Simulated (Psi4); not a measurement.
Psi4 input (wB97X-D/6-311+G**):

```
memory 1500 MB

molecule {
-1 1
C     0.00313871    0.00322016    0.46466816
C     0.00177110    1.41418985   -0.05949539
H    -0.00580762    1.46685517   -1.19524775
H    -0.87855294    1.98317546    0.26908926
H     0.88819067    1.98046155    0.25717418
C     1.22363514   -0.70949310   -0.05303159
H     1.26834455   -0.74770811   -1.18850734
H     2.15786680   -0.22632205    0.26389091
H     1.27221630   -1.75500801    0.28046707
C    -1.22641294   -0.70572957   -0.03650824
H    -1.28655024   -0.74378352   -1.17127689
H    -1.27370326   -1.75109721    0.29763699
H    -2.15479637   -0.21969735    0.29297591
symmetry c1
no_reorient
no_com
}

set {
  basis 6-311+G**
  reference rks
  scf_type df
  df_basis_scf def2-universal-jkfit
  dft_radial_points 99
  dft_spherical_points 590
  e_convergence 1e-8
  d_convergence 1e-7
  maxiter 150
}

e = energy('wb97x-d')
print_out(f'\nFINAL {e:.10f} DIPOLE {variable("CURRENT DIPOLE")[0]:.6f} {variable("CURRENT DIPOLE")[1]:.6f} {variable("CURRENT DIPOLE")[2]:.6f}\n')
```

Output:

```
   => Loading Basis Set <=

    Name: 6-311+G**
    Role: ORBITAL
    Keyword: BASIS
    atoms 1-2, 6, 10      entry C          line   129 file 6-311pgss.gbs
    atoms 3-5, 7-9, 11-13 entry H          line    42 file 6-311pgss.gbs

   => WB97X-D: Empirical Dispersion <=

    Chai and Head-Gordon Dispersion Correction
    Chai, J.-D.; Head-Gordon, M. (2010), J. Chem. Phys., 132: 6615-6620

        s6 =       1.000000

         ---------------------------------------------------------
                                   SCF
               by Justin Turney, Rob Parrish, Andy Simmonett
                          and Daniel G. A. Smith
                              RKS Reference
         ---------------------------------------------------------

  ==> Geometry <==

    Molecular point group: c1
    Full point group: C1

    Geometry (in Angstrom), charge = -1, multiplicity = 1:

       Center              X                  Y                   Z               Mass
    ------------   -----------------  -----------------  -----------------  -----------------
         C            0.003138710000     0.003220160000     0.464668160000    12.000000000000
         C            0.001771100000     1.414189850000    -0.059495390000    12.000000000000
         H           -0.005807620000     1.466855170000    -1.195247750000     1.007825032230
         H           -0.878552940000     1.983175460000     0.269089260000     1.007825032230
         H            0.888190670000     1.980461550000     0.257174180000     1.007825032230
         C            1.223635140000    -0.709493100000    -0.053031590000    12.000000000000
         H            1.268344550000    -0.747708110000    -1.188507340000     1.007825032230
         H            2.157866800000    -0.226322050000     0.263890910000     1.007825032230
         H            1.272216300000    -1.755008010000     0.280467070000     1.007825032230
         C           -1.226412940000    -0.705729570000    -0.036508240000    12.000000000000
         H           -1.286550240000    -0.743783520000    -1.171276890000     1.007825032230
         H           -1.273703260000    -1.751097210000     0.297636990000     1.007825032230
         H           -2.154796370000    -0.219697350000     0.292975910000     1.007825032230

  Running in c1 symmetry.

  Rotational constants: A =      0.27677  B =      0.27677  C =      0.15749 [cm^-1]
  Rotational constants: A =   8297.21497  B =   8297.21496  C =   4721.43202 [MHz]
  Nuclear repulsion =  126.542397349370162

  Charge       = -1
  Multiplicity = 1
  Electrons    = 34
  Nalpha       = 17
  Nbeta        = 17

  ==> Algorithm <==

  SCF Algorithm Type is DF.
  DIIS enabled.
  MOM disabled.
  Fractional occupation disabled.
  Guess Type is SAD.
  Energy threshold   = 1.00e-08
  Density threshold  = 1.00e-07
  Integral threshold = 1.00e-12

  ==> Primary Basis <==

  Basis Set: 6-311+G**
    Blend: 6-311+G**
    Number of shells: 76
    Number of basis functions: 142
    Number of Cartesian functions: 146
    Spherical Harmonics?: true
    Max angular momentum: 2

  ==> DFT Potential <==

   => LibXC <=

    Version 7.1.2
    S. Lehtola, C. Steigemann, M. J. T. Oliveira, and M. A. L. Marques,  SoftwareX 7, 1–5 (2018) (10.1016/j.softx.2017.11.002)

   => Composite Functional: WB97X-D <=

    wB97X-D Hyb-GGA Exchange-Correlation Functional

    J.-D. Chai and M. Head-Gordon,  Phys. Chem. Chem. Phys. 10, 6615–6620 (2008) (10.1039/B810189B)

    Deriv               =              1
    GGA                 =           TRUE
    Meta                =          FALSE

    Exchange Hybrid     =           TRUE
    MP2 Hybrid          =          FALSE

   => Exchange-Correlation Functionals <=

    1.0000   wB97X-D range-separated functional

   => Exact (HF) Exchange <=

    0.7780            HF,LR [omega = 0.2000]
    0.2220               HF

   => LibXC Density Thresholds  <==

    XC_HYB_GGA_XC_WB97X_D:  1.00E-14

   => Molecular Quadrature <=

    Radial Scheme          =       TREUTLER
    Pruning Scheme         =           NONE
    Nuclear Scheme         =       TREUTLER

    Blocking Scheme        =         OCTREE
    BS radius alpha        =              1
    Pruning alpha          =              1
    Radial Points          =             99
    Spherical Points       =            590
    Total Points           =         714672
    Total Blocks           =           4934
    Max Points             =            256
    Max Functions          =            142
    Weights Tolerance      =       1.00E-15

   => Loading Basis Set <=

    Name: DEF2-UNIVERSAL-JKFIT
    Role: JKFIT
    Keyword: DF_BASIS_SCF
    atoms 1-2, 6, 10      entry C          line   198 file def2-universal-jkfit.gbs
    atoms 3-5, 7-9, 11-13 entry H          line    18 file def2-universal-jkfit.gbs

  ==> Integral Setup <==

  SCF_SUBTYPE=INCORE selected. In-core MEM_DF algorithm will be used.
  Using in-core AOs.

  ==> MemDFJK: Density-Fitted J/K Matrices <==

    J tasked:                   Yes
    K tasked:                   Yes
    wK tasked:                  Yes
    Omega:                2.000E-01
    Algorithm:                 Core
    Schwarz Cutoff:           1E-12
    Mask sparsity (%):       0.3868
    Fitting Condition:        1E-10

   => Auxiliary Basis Set <=

  Basis Set: DEF2-UNIVERSAL-JKFIT
    Blend: DEF2-UNIVERSAL-JKFIT
    Number of shells: 154
    Number of basis functions: 462
    Number of Cartesian functions: 536
    Spherical Harmonics?: true
    Max angular momentum: 4

  Cached 33.3% of DFT collocation blocks in 0.802 [GiB].

  Minimum eigenvalue in the overlap matrix is 1.0393216338E-04.
  Reciprocal condition number of the overlap matrix is 9.7453925035E-06.
    Using symmetric orthogonalization.

  ==> Pre-Iterations <==

  SCF Guess: Superposition of Atomic Densities via on-the-fly atomic UHF (no occupation information).

   -------------------------
    Irrep   Nso     Nmo
   -------------------------
     A        142     142
   -------------------------
    Total     142     142
   -------------------------

  ==> Iterations <==

                           Total Energy        Delta E     RMS |[F,P]|

   @DF-RKS iter SAD:  -157.07444162950657   -1.57074e+02   0.00000e+00
   @DF-RKS iter   1:  -157.11844509534455   -4.40035e-02   7.48517e-03 ADIIS/DIIS
   @DF-RKS iter   2:  -155.54408811973795    1.57436e+00   1.27143e-02 ADIIS/DIIS
   @DF-RKS iter   3:  -157.72510751859886   -2.18102e+00   2.01226e-03 ADIIS/DIIS
   @DF-RKS iter   4:  -157.76696967375958   -4.18622e-02   7.85863e-04 ADIIS/DIIS
   @DF-RKS iter   5:  -157.77340709446008   -6.43742e-03   1.50309e-04 ADIIS/DIIS
   @DF-RKS iter   6:  -157.77385291389663   -4.45819e-04   8.36537e-05 DIIS
   @DF-RKS iter   7:  -157.77397366475338   -1.20751e-04   2.20488e-05 DIIS
   @DF-RKS iter   8:  -157.77398566447968   -1.19997e-05   5.29351e-06 DIIS
   @DF-RKS iter   9:  -157.77398702226787   -1.35779e-06   1.41789e-06 DIIS
   @DF-RKS iter  10:  -157.77398721597305   -1.93705e-07   5.90434e-07 DIIS
   @DF-RKS iter  11:  -157.77398727563428   -5.96612e-08   2.00272e-07 DIIS
   @DF-RKS iter  12:  -157.77398727948304   -3.84875e-09   3.61336e-08 DIIS
  Energy and wave function converged.

  ==> Post-Iterations <==

   Electrons on quadrature grid:
      Ntotal   =   33.9999971444 ; deviation = -2.856e-06

    Orbital Energies [Eh]
    ---------------------

    Doubly Occupied:

       1A    -10.081143     2A    -10.081142     3A    -10.081129
       4A    -10.032104     5A     -0.688916     6A     -0.582003
       7A     -0.582002     8A     -0.419938     9A     -0.326391
      10A     -0.325210    11A     -0.325209    12A     -0.263464
      13A     -0.263463    14A     -0.255196    15A     -0.204824
      16A     -0.204824    17A     -0.011570

    Virtual:

      18A      0.199550    19A      0.207392    20A      0.207392
      21A      0.224250    22A      0.244659    23A      0.244659
      24A      0.254557    25A      0.259720    26A      0.259721
      27A      0.277451    28A      0.310555    29A      0.311598
      30A      0.311599    31A      0.331742    32A      0.331742
      33A      0.387270    34A      0.410329    35A      0.422734
      36A      0.422734    37A      0.429767    38A      0.429767
      39A      0.465944    40A      0.474778    41A      0.474779
      42A      0.475087    43A      0.557522    44A      0.557522
      45A      0.563437    46A      0.633123    47A      0.633123
      48A      0.699076    49A      0.707344    50A      0.707344
      51A      0.756486    52A      0.756486    53A      0.804147
      54A      0.811029    55A      0.875679    56A      0.895373
      57A      0.895374    58A      0.908720    59A      0.922355
      60A      0.922355    61A      0.940486    62A      0.940486
      63A      0.944622    64A      0.989516    65A      0.993579
      66A      0.993579    67A      1.074348    68A      1.196368
      69A      1.258439    70A      1.258440    71A      1.293453
      72A      1.293455    73A      1.437016    74A      1.529640
      75A      1.529642    76A      1.612764    77A      1.697824
      78A      1.697826    79A      1.733880    80A      1.733881
      81A      1.734869    82A      1.812476    83A      1.812477
      84A      1.828369    85A      1.851017    86A      1.861426
      87A      1.861428    88A      1.906971    89A      1.953827
      90A      1.953829    91A      2.000567    92A      2.018358
      93A      2.018358    94A      2.099203    95A      2.145571
      96A      2.247914    97A      2.247915    98A      2.257521
      99A      2.257522   100A      2.388165   101A      2.388166
     102A      2.454805   103A      2.477366   104A      2.559410
     105A      2.559411   106A      2.656316   107A      2.678015
     108A      2.678016   109A      2.683411   110A      2.763153
     111A      2.763153   112A      2.772307   113A      2.787919
     114A      2.787919   115A      2.802554   116A      2.866658
     117A      2.866659   118A      2.892399   119A      2.892400
     120A      2.910045   121A      3.012206   122A      3.012206
     123A      3.023785   124A      3.126358   125A      3.264301
     126A      3.264302   127A      3.400672   128A      3.464937
     129A      3.464937   130A      4.005660   131A      4.005660
     132A      4.023371   133A      4.054562   134A      4.096486
     135A      4.101242   136A      4.101243   137A      4.605677
     138A      4.605677   139A     24.172571   140A     24.210036
     141A     24.275584   142A     24.275584

    Final Occupation by Irrep:
              A
    DOCC [    17 ]
    NA   [    17 ]
    NB   [    17 ]

  @DF-RKS Final Energy:  -157.77398727948304

   => Energetics <=

    Nuclear Repulsion Energy =            126.5423973493701624
    One-Electron Energy =                -467.7281053051676736
    Two-Electron Energy =                 200.4136292336039844
    DFT Exchange-Correlation Energy =     -16.9963231121626386
    Empirical Dispersion Energy =          -0.0055854451268938
    VV10 Nonlocal Energy =                  0.0000000000000000
    Total Energy =                       -157.7739872794830376

Computation Completed

Properties will be evaluated at   0.000000,   0.000000,   0.000000 [a0]

Properties computed using the SCF density matrix

 Multipole Moments:

 ------------------------------------------------------------------------------------
     Multipole            Electronic (a.u.)      Nuclear  (a.u.)        Total (a.u.)
 ------------------------------------------------------------------------------------

 L = 1.  Multiply by 2.5417464519 to convert [e a0] to [Debye]
 Dipole X            :         -0.0026034           -0.0000001           -0.0026035
 Dipole Y            :         -0.0026741           -0.0000001           -0.0026741
 Dipole Z            :         -0.3860719           -0.0000000           -0.3860719
 Magnitude           :                                                    0.3860900

 ------------------------------------------------------------------------------------

FINAL -157.7739872795 DIPOLE -0.002604 -0.002674 -0.386072

*** Psi4 exiting successfully. Buy a developer a beer!
```

The dipole moment of an ion depends on the origin.
